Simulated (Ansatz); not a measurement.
Two isomers of C3H7NO2: A = `COC(O)C=N`, B = `COCC(=N)O`.

Gas-phase electronic energies from Ansatz, PBE0-D4/def2-TZVP geometries. CBS: MP2 limit from def2 TZ/QZ plus the TZ coupled-cluster correction, frozen cores. Functionals use def2-TZVPP. B3LYP here is the variant with VWN-RPA as its local correlation; programs differ in this. Each species was taken in one conformer, which may not be the lowest.

(1) Which isomer does CCSD(T)/CBS put lower? Give the gap. (Best estimate.)

(2) Give E(B) − E(A) in kJ/mol with PBE0-D4, B3LYP-D4, PBE-D4, ωB97M-V, B3LYP, B2PLYP, HF/def2-TZVPP. (An estimate is asked.)

Largest T1 diagnostic: 0.013.

Results:

(1) The calculation gave: B, by 34.1 kJ/mol.

(2) The calculation gave: PBE0-D4 -42.5, B3LYP-D4 -40.3, PBE-D4 -43.1, ωB97M-V -38.4, B3LYP -39.5, B2PLYP -38.4, HF/def2-TZVPP -38.1. None reverses the order clearly.
